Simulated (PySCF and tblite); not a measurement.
Results of a calculation; reference values are marked as such.
System: C6H8, numbered as in [CH3:1][C:2]1=[CH:3][CH2:4][CH:5]=[CH:6]1.

Motion: shift of H on C4 from C4 to C5. GFN2-xTB gives an electronic barrier of 28.6 kcal/mol.

Tunnelling of the moving H, left out here, will speed the real process.

**Question.** What does BP86/pcSseg-1 + D3(BJ) give on PBE0-D3(BJ)/def2-SVP geometries?

**Answer.** A barrier of 25.7 kcal/mol, 2.9 below the tight-binding barrier (from unrounded values) and, with GFN2-xTB thermal terms, ΔG‡(298 K) = 23.4 kcal/mol and k = 9.5×10⁻⁵ s⁻¹ (2 equivalent paths).

**Question.** And the level of the geometries itself, PBE0-D3(BJ)/def2-SVP?

**Answer.** 25.2 kcal/mol.

Programs: tblite and PySCF.
